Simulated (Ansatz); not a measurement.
Geometry optimisation, RKS PBE0-D4/6-31G* in Ansatz 0.2.0.

Input file:

```yaml
crystal:
  periodic: [false, false, false]
  atoms:
    - { symbol: Al, position_ang: [0.132655, 0.430337, -0.471214] }
    - { symbol: O, position_ang: [-0.269358, -0.090866, 2.417379] }
    - { symbol: H, position_ang: [-1.207363, 0.076262, 2.593108] }
    - { symbol: H, position_ang: [1.502598, -0.32122, -0.796053] }
    - { symbol: H, position_ang: [-1.252782, -0.17196, -0.991696] }
    - { symbol: Si, position_ang: [0.147074, 2.519906, 0.613358] }
    - { symbol: H, position_ang: [1.066364, 2.503532, 1.808353] }
    - { symbol: H, position_ang: [0.589679, 3.703667, -0.192409] }
    - { symbol: H, position_ang: [-1.197519, 2.879158, 1.175932] }
    - { symbol: H, position_ang: [0.173854, 0.766985, 2.622342] }
basis:
  gaussian: { orbitals: "6-31G*" }
hamiltonian:
  xc: pbe0
  dispersion: d4
relax:
  f_tol: 0.03
  max_steps: 50
output:
  orbitals: {}
```

Command:

```bash
$ ansatz run input.yaml --threads 1 --pin off --max-ram 2048MiB --backend cpu --events-out ev --progress --plain --runs-dir out
```

Question: Where does it end, and by what steps?

Answer: The forces met the threshold. After 9 steps the energy has fallen by 0.685 eV; H10 moved furthest, 0.67 Å. Joined: Al1–O2 (2.96 → 2.05 Å).

```tsv
step	energy less start (eV)	largest force component (eV/Å)	accepted
0	0.0000	1.096	yes
1	-0.1375	1.603	yes
2	-0.4083	1.195	yes
3	-0.6063	0.472	yes
4	-0.6517	0.266	yes
5	-0.6666	0.146	yes
6	-0.6807	0.049	yes
7	-0.6841	0.043	yes
8	-0.6849	0.042	yes
9	-0.6851	0.007	yes
```

```xyz
10
Properties=species:S:1:pos:R:3
Al 0.026 0.404 -0.001
O -0.197 -0.335 1.893
H -1.119 -0.286 2.190
H 1.404 -0.290 -0.421
H -1.369 -0.162 -0.555
Si 0.125 2.788 0.627
H 0.976 2.970 1.858
H 0.700 3.722 -0.391
H -1.202 3.368 1.018
H 0.341 0.118 2.561
```

Whether the end is a true minimum wasn't checked by a vibrational analysis.

Time of the run: 36 s on 1 thread of Arm Neoverse V1, with other jobs on the host, peak memory 0.14 GiB.
